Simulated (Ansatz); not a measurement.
```yaml
crystal:
  periodic: [false, false, false]
  atoms:
    - {symbol: F, position_ang: [-2.073947, -0.148861, 0.131489]}
    - {symbol: Si, position_ang: [-0.608610, -0.158423, -0.436630]}
    - {symbol: P, position_ang: [0.901556, -0.206737, 1.174734]}
    - {symbol: H, position_ang: [-0.558415, -1.406242, -1.203131]}
    - {symbol: H, position_ang: [-0.479486, 1.003291, -1.324079]}
    - {symbol: H, position_ang: [0.959332, 1.200314, 1.312212]}
    - {symbol: H, position_ang: [1.957715, -0.238691, 0.201941]}
basis:
  gaussian: {orbitals: def2-mTZVPP, nuclear_model: gaussian}
magnetization: {spin_polarized: true, initial_magnetization: 0}
hamiltonian: {xc: {name: revPBE0}, dispersion: d4}
charge: 1
```

```sh
$ ansatz run in.yaml --threads 2 --pin off --events-out ev --progress --plain --max-ram 4352MiB
```

Output, abridged:

```
Error: YAML parse error: error: line 15 column 1: unknown field `charge`, expected one of crystal, accuracy, basis, kpoints, hamiltonian, magnetization, projection, total_charge, correlation, batch, efield, external_charges, scf, relax, neb, saddle, md, ramp, phonons, dielectric, real_time, elastic, magnetic_configurations, gw, evaluate, workflow, output, checkpoint, execution
13 | magnetization: {spin_polarized: true, initial_magnetization: 0}
14 | hamiltonian: {xc: {name: revPBE0}, dispersion: d4}
15 | charge: 1
```

In this input the input holds a key that doesn't belong there. The input was rejected before any iteration.
